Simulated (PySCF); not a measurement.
**An elementary step**

Start structure (SiH₂ClF, singlet), relaxed at PBE0-D4/def2-TZVP:

```
5
angstrom
Si -0.8449 -0.9983 0.2515
F 0.4956 -1.6888 -0.3553
H 0.9897 1.4530 -0.2973
H -1.1564 -0.1273 -0.9820
Cl 0.5980 1.2511 0.9076
```

The step: SiHF ([F][SiH]) + HCl → SiHCl ([SiH][Cl]) + HF; bonds formed: Si1–Cl5, F2–H3; bonds broken: Si1–F2, H3–Cl5. Computed with PySCF 2.14 with density fitting (its default auxiliary sets; JK sets also for MP2 and CCSD(T)) (basis: def2-TZVPP and def2-QZVPP); correlated methods freeze the cores. Extrapolation: Hartree–Fock as exp(−7.88 √X), correlation as X^−2.97. Energies below are by CCSD(T) at an estimated basis limit (MP2 extrapolated from triple and quadruple zeta, plus CCSD(T) − MP2 in triple zeta).

(1) What are the electronic barrier and the energy of the step, from the start structure to the end structure? (An estimate is asked for; the value comes from the calculation.)

T1 diagnostic: at most 0.013.

Answers

(1) The calculation gives: Barrier 56.2 kJ/mol; step energy 18.7 kJ/mol (uphill); reverse barrier, their difference, 37.4 kJ/mol. Barrier and step energy count from the start structure, the reverse barrier from the end structure.

The saddle point: One imaginary mode of 662i cm⁻¹.
```tsv
pair	start (Å)	saddle (Å)	end (Å)
Si1–Cl5	2.75	2.39	2.15
F2–H3	3.18	1.21	0.94
Si1–F2	1.63	1.84	2.26
H3–Cl5	1.28	1.50	2.27
```

Zero-point energy (harmonic, PBE0-D4): ZPE is 46.7 kJ/mol at the start and 44.0 kJ/mol at the saddle, so the barrier goes from 56.2 to 53.5 kJ/mol.

Labels in which every atom is bracketed show which atoms are joined, not bond orders.

For scale, one of the runs: CCSD(T)/def2-TZVPP, 143 basis functions, launched by `OMP_NUM_THREADS=4 python run.py`. Time: 46 s of wall clock on 4 CPU threads of an AMD EPYC 7B13; the host was shared. Peak host memory: 0.88 GiB.
